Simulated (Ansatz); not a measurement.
**SiHO2+ (triplet): from Hartree-Fock to the top rungs, def2-QZVPP**

The task here is to estimate one member of a computed series from the others.

Method: def2-QZVPP, core rule «outside noble gas», up to 7 orbitals frozen; program: Ansatz 0.2.0, Gaussian basis.

Plan: UHF; ROHF; CCSD(T) on UHF.

2 further runs of the same task are left out: 2 set aside as unsound or not needed.

## What is computed

The geometry is a PBE0/def2-TZVP stationary point (not a proven minimum) of the parent state, kept for this charge and spin.

4 atoms, charge 1, spin multiplicity 3.

Atoms are counted from 1 here; the program's logs count them from 0.

Bond lengths: O1–Si3 1.627 Å, O1–H4 0.965 Å, O2–Si3 1.525 Å. Angles: Si3–O1–H4 116.9°, O1–Si3–O2 127.5°.

The first run:

The input, in.yaml:

```yaml
crystal:
  periodic: [false, false, false]
  atoms:
    - {symbol: O, position_ang: [0.000000, 0.199858, 1.434628]}
    - {symbol: O, position_ang: [0.000000, 0.406627, -1.385152]}
    - {symbol: Si, position_ang: [0.000000, -0.387106, -0.083158]}
    - {symbol: H, position_ang: [0.000000, 1.159459, 1.531796]}
basis:
  gaussian: {orbitals: "def2-QZVPP.json"}
total_charge: 1
magnetization: {spin_polarized: true, initial_magnetization: 2}
hamiltonian: {xc: hf}
output: {orbitals: {seedname: orbitals}}
```

Launch:

```
$ ansatz run in.yaml --threads 1 --pin off --events-out ev --progress --plain --max-ram 2393MiB
```

Among the steps run: UHF; ROHF; CCSD(T) on UHF.

One of the session's tables, all rows but one given; the rest of the session is left out.

```
  method  from UCCSD(T) (meV)
    ROHF             +15467.1
     UHF             +15305.6
    UMP2                    ?
   UCCSD               +578.9
UCCSD(T)                    0
```

**Question.** Estimate the row for UMP2.

As computed: from UCCSD(T) (meV): +924.5. In the column «from UCCSD(T) (meV)» it lies between UCCSD (+578.9) and UHF (+15305.6).
